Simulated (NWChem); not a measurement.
Program: NWChem. System: N, charge 0, spin multiplicity 4. Its SCF solution wasn't tested for a lower state. Level: ROCCSD(T)/def2-TZVP, 1 core orbitals frozen.

The NWChem input:

```
start mol
memory heap 100 mb stack 700 mb global 1900 mb
geometry units angstroms nocenter noautoz
  N      0.000000     0.000000     0.000000
  symmetry group D2h
end
basis spherical
  * library def2-tzvp
end
scf
  rohf
  nopen 3
  maxiter 100
  thresh 1e-7
  semidirect memsize 60000000 filesize 0
  # guess.movecs holds the orbitals of an unrestricted PBE0 run
  vectors input guess.movecs output mol.movecs
end
tce
  freeze core 1
  ccsd(t)
  2eorb
  2emet 13
  thresh 1e-6
  maxiter 100
  tilesize 24
end
task tce energy
```

Part of the output:

```
             Northwest Computational Chemistry Package (NWChem) 7.3.0
             --------------------------------------------------------

                                NWChem Input Module
                                -------------------

 Scaling coordinates for geometry "geometry" by  1.889725989
 (inverse scale =  0.529177249)

                             Geometry "geometry" -> ""
                             -------------------------

 Output coordinates in angstroms (scale by  1.889725989 to convert to a.u.)

  No.       Tag          Charge          X              Y              Z
 ---- ---------------- ---------- -------------- -------------- --------------
    1 N                    7.0000     0.00000000     0.00000000     0.00000000

 Effective nuclear repulsion energy (a.u.)       0.0000000000

            Nuclear Dipole moment (a.u.)
            ----------------------------
        X                 Y               Z
 ---------------- ---------------- ----------------
     0.0000000000     0.0000000000     0.0000000000

      Symmetry information
      --------------------

 Group name             D2h
 Group number             26
 Group order               8
 No. of unique centers     1

      Symmetry unique atoms

     1


 Summary of "ao basis" -> "" (spherical)
 ------------------------------------------------------------------------------
       Tag                 Description            Shells   Functions and Types
 ---------------- ------------------------------  ------  ---------------------
 *                         def2-tzvp                  on all atoms

 Summary of "ao basis" -> "ao basis" (spherical)
 ------------------------------------------------------------------------------
       Tag                 Description            Shells   Functions and Types
 ---------------- ------------------------------  ------  ---------------------
 N                         def2-tzvp                11       31   5s3p2d1f

                                 NWChem SCF Module
                                 -----------------

  ao basis        = "ao basis"
[...]
           Alpha electrons :     5
            Beta electrons :     2
           No. of orbitals :    62
            Alpha orbitals :    31
             Beta orbitals :    31
        Alpha frozen cores :     1
         Beta frozen cores :     1
     Alpha frozen virtuals :     0
      Beta frozen virtuals :     0
         Spin multiplicity : quartet
    Number of AO functions :    31
       Number of AO shells :    11
        Use of symmetry is : on
      Symmetry adaption is : on
         Schwarz screening : 0.10D-09

          Correlation Information
          -----------------------
          Calculation type : Coupled-cluster singles & doubles w/ perturbation
   Perturbative correction : (T)
            Max iterations :      100
        Residual threshold : 0.10D-05
     T(0) DIIS level shift : 0.00D+00
     L(0) DIIS level shift : 0.00D+00
     T(1) DIIS level shift : 0.00D+00
     L(1) DIIS level shift : 0.00D+00
     T(R) DIIS level shift : 0.00D+00
     T(I) DIIS level shift : 0.00D+00
   CC-T/L Amplitude update :  5-th order DIIS
                I/O scheme : Global Array Library
        L-threshold :  0.10D-05
        EOM-threshold :  0.10D-05
 no EOMCCSD initial starts read in
 TCE RESTART OPTIONS
 SLICE:      F
 D4D5:       F
 quantumc:   F
 qrotation:  F
 pwtce:      F
 qducc:      F
 nacto:                         0
 nrotv:                         0
 nrot:                          0

            Memory Information
            ------------------
          Available GA space size is     249034878 doubles
          Available MA space size is     104855324 doubles

 Maximum block size supplied by input
 Maximum block size        24 doubles

 tile_dim =      7

 -------------------------------------------------

 Global array virtual files algorithm will be used

 Parallel file system coherency ......... OK

 4-electron integrals stored in orbital form

 v2    file size   =            23137
 4-index algorithm nr.  13 is used
 imaxsize =       30
 imaxsize ichop =        0


CCSD iterations
 ---------------------------------------------------------
 Iter          Residuum       Correlation     Cpu    Wall
 ---------------------------------------------------------
    1   0.0710456170026  -0.1104199366209     0.4     0.4
    2   0.0139219584196  -0.1128008521956     0.4     0.4
    3   0.0036321742009  -0.1140931908158     0.4     0.4
    4   0.0012208342391  -0.1141822200710     0.4     0.4
    5   0.0004556386464  -0.1142578954352     0.4     0.4
    6   0.0002389251283  -0.1142626326358     0.4     0.4
    7   0.0000631229101  -0.1142712253244     0.4     0.4
    8   0.0000259256692  -0.1142711351012     0.4     0.4
    9   0.0000113581915  -0.1142713512807     0.3     0.3
   10   0.0000050552080  -0.1142715053560     0.3     0.3
   11   0.0000009838589  -0.1142715544197     0.4     0.4
 -----------------------------------------------------------------
 Iterations converged
 CCSD correlation energy / hartree =        -0.114271554419705
 CCSD total energy / hartree       =       -54.513446928497039

 Singles contributions

 Doubles contributions
 CCSD(T)
 Using plain CCSD(T) code
             total no. of tasks         1089
 total no. of tasks / no. procs         1089
                         wl_min            1           1.0
                         wl_max          343           2.6
        thresh for no. of tasks         1089

 CCSD[T]  correction energy / hartree =        -0.002535856893402
 CCSD[T] correlation energy / hartree =        -0.116807411313106
 CCSD[T] total energy / hartree       =       -54.515982785390442
 CCSD(T)  correction energy / hartree =        -0.002532122755240
 CCSD(T) correlation energy / hartree =        -0.116803677174945
 CCSD(T) total energy / hartree       =       -54.515979051252280

 Task  times  cpu:        5.8s     wall:        5.8s

 Total times  cpu:        5.8s     wall:        5.8s
```
